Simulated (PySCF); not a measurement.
## Induced dipoles and field energies

Compound: C5H7F.
Cartesian coordinates in Å at the PBE0-D3(BJ)/def2-SVP level; atoms count from 1:
```
atom  x, y, z in Å
C1     2.3042   -0.7286   -0.6554
C2     1.0156   -0.3772   -0.5354
C3     0.4349    0.1312    0.6971
C4    -0.8498    0.4726    0.9028
C5    -1.9722    0.3775   -0.0725
F6    -2.7401    1.5184   -0.0249
H7     2.7110   -1.0985   -1.5994
H8     2.9939   -0.6559    0.1918
H9     0.3625   -0.4720   -1.4097
H10    1.1302    0.2388    1.5376
H11   -1.1449    0.8400    1.8919
H12   -1.6198    0.2343   -1.1070
H13   -2.6249   -0.4788    0.1836
```

Level: CAM-B3LYP/def2-SVPD (PySCF); nuclei fixed, core orbitals frozen in the response. Permanent dipole (1.256, -1.591, -0.022) D (1 au = 2.5417 D). Static polarisability (au):

```
x    98.06 -15.69 -10.04
y   -15.69  50.63   6.61
z   -10.04   6.61  57.95
```

Only the terms in μ and α are kept: μ(F) = μ + αF and ΔE = −μ·F − ½ F·αF.

Problem. A field of 0.005 au (0.257 V/Å) is applied along each axis in both senses. Find the induced dipole, the size of the total dipole and the two energy terms.

Solution. 
```tsv
field along	induced x (D)	induced y (D)	induced z (D)	total size (D)	−μ·F (kJ/mol)	−½F·αF (kJ/mol)
+x	1.246	-0.199	-0.128	3.080	-6.487	-3.218
−x	-1.246	0.199	0.128	1.396	+6.487	-3.218
+y	-0.199	0.643	0.084	1.421	+8.217	-1.662
−y	0.199	-0.643	-0.084	2.669	-8.217	-1.662
+z	-0.128	0.084	0.736	2.014	+0.114	-1.902
−z	0.128	-0.084	-0.736	2.301	-0.114	-1.902
```

Problem. For the field (0.0035, 0.0005, -0.0015) au, what is the induced dipole, and what angle does it make with the field?

Solution. αF = (0.891, -0.100, -0.302) D, at 14.3° to the field. The polarisability along this direction, F·αF/F², is 93.89 au, against a mean of 68.88 au.

Problem. At what field along the permanent dipole would the induced dipole along it equal the permanent one, in this linear picture?

Solution. The polarisability along the dipole is 84.35 au, so F = 0.7975 au / 84.35 au = 0.0095 au = 0.49 V/Å; higher-order terms are ignored.

Problem. What field makes μF equal to kT at 200 K?

Solution. kT = 0.6334 × 10⁻³ Eh, so F = 0.000794 au = 4.08 MV/cm.

Problem. Induction energy −ᾱe²/2R⁴ of a unit charge at 8 Å, the molecule taken as a point?

Solution. R = 15.12 bohr, so the energy is −68.9/(2 × 15.12⁴) Eh = -1.73 kJ/mol. The charge–dipole term at its most favourable orientation, −μe/R², is -9.16 kJ/mol.

One conformer (not necessarily the lowest) at the PBE0-D3(BJ)/def2-SVP geometry, without solvent, vibrations or thermal averaging.
